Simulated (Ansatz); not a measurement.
Results of revPBE (PAW; Ansatz, a first-principles code) for fluorite CdF₂.

Numerical settings: plane-wave cutoff 520 eV, 12×12×12 k mesh, Fermi–Dirac smearing 0.01 eV, scalar-relativistic PAW data made under PBE.

Energies at three volumes about the minimum:

```json
[
 {"V (Å³/atom)": "13.955", "E − E_lowest (meV/atom)": "1.55"},
 {"V (Å³/atom)": "14.239", "E − E_lowest (meV/atom)": "0.00"},
 {"V (Å³/atom)": "14.524", "E − E_lowest (meV/atom)": "1.38"}
]
```

Problem. Fit a parabola by hand: where is the minimum, what lattice constant follows, and what is the bulk modulus?

Solution. Slopes: (0.00 − 1.55)/(14.239 − 13.955) = -5.458 and (1.38 − 0.00)/(14.524 − 14.239) = 4.842 meV/Å³. Curvature E″ = 2 × (4.842 − (-5.458))/(14.524 − 13.955) = 36.204 meV/Å⁶. From the middle of the first interval, the slope vanishes at V0 = 14.0970 − (-5.458)/36.204 = 14.248 Å³/atom. B = V0 E″ = 14.248 × 36.204 meV/Å³ × 0.1602 GPa per meV/Å³ = 82.6 GPa. With 12 atoms in the cube, a = (12 × 14.248)^(1/3) = 5.550 Å. The full Birch–Murnaghan fit to all volumes gives V0 = 14.242 Å³/atom and B0 = 82.1 GPa.

Measured, for comparison: lattice constant a 5.388 Å (temperature not stated, copied from a table, unchecked, not corrected to a static lattice; as tabulated in Crystal Structures 1, 239 (1963)).
